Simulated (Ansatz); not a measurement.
## ClHMgS, SMILES [SH][Mg][Cl]: the energy of protonation at one site, step by step

Program: Ansatz 0.2.0 through its Python package.

Interactive session:
```pycon
>>> import ansatz as az
>>> import numpy as np
>>> BASIS_SET = '6-31G*'
>>> FUNCTIONAL = 'pbe0'
>>> CHARGE = 1
>>> FMAX = 0.01
>>> GEOMETRY = '''
... S    -0.32930    1.65890   -0.53950
... Mg   -0.27610   -0.68420   -0.06580
... Cl   -0.20210   -3.00480    0.39550
... H     0.86310    1.96980    0.18940
... '''
>>> clhmgs = az.Crystal.molecule()
>>> for line in GEOMETRY.strip().splitlines():
...     symbol, *xyz = line.split()
...     clhmgs = clhmgs.atom(symbol, [float(v) for v in xyz])
...
>>> model = (
...     clhmgs.calculation()
...     .basis(gaussian=BASIS_SET)
...     .functional(FUNCTIONAL)
... )
>>> symbols = [site.symbol for site in clhmgs.cartesian_sites]
>>> start = np.array([site.position_ang for site in clhmgs.cartesian_sites], dtype=float)
>>> report = model.relax(force_tolerance=0.01).run(threads=1, backend='cpu').report
>>> end = np.array(report['positions_ang'])
>>> # start the new hydrogen opposite the existing bonds
>>> away = sum((end[0] - end[j]) / np.linalg.norm(end[0] - end[j]) for j in [1, 3]) + np.array([0.15, 0.1, -0.2])
>>> proton = end[0] + 1.4 * away / np.linalg.norm(away)
>>> acid = az.Crystal.molecule()
>>> for symbol, place in zip(symbols, end):
...     acid = acid.atom(symbol, place.tolist())
...
>>> acid = acid.atom('H', proton.tolist())
>>> protonated = (
...     acid.calculation()
...     .basis(gaussian=BASIS_SET)
...     .functional(FUNCTIONAL)
...     .charge(CHARGE)
...     .relax(force_tolerance=FMAX, max_steps=80)
... )
>>> after = protonated.run(threads=1, backend='cpu').report
>>> xyz = np.array(after['positions_ang'])
>>> reach = np.linalg.norm(xyz[:-1] - xyz[-1], axis=1)
>>> print(f'base {report["free_energy_ev"]:.5f} eV, protonated {after["free_energy_ev"]:.5f} eV')
base -28809.85352 eV, protonated -28817.94232 eV
>>> print(f'the proton ends {reach.min():.3f} A from {symbols[reach.argmin()]}{reach.argmin()}')
the proton ends 1.350 A from S0
>>> print(f'electronic proton affinity {96.485332 * (report["free_energy_ev"] - after["free_energy_ev"]):.1f} kJ/mol')
electronic proton affinity 780.5 kJ/mol
```

Total energies depend on the basis set; only differences at equal settings carry meaning. The proton is put on one chosen atom, which needn't be the most basic site, so the molecule's proton affinity can be higher; the ends are stationary points, not checked by frequencies, and zero-point and thermal terms count only where printed. Run time: 61 s on 1 thread of Arm Neoverse N1, with other jobs on the host, peak memory 0.2 GiB.
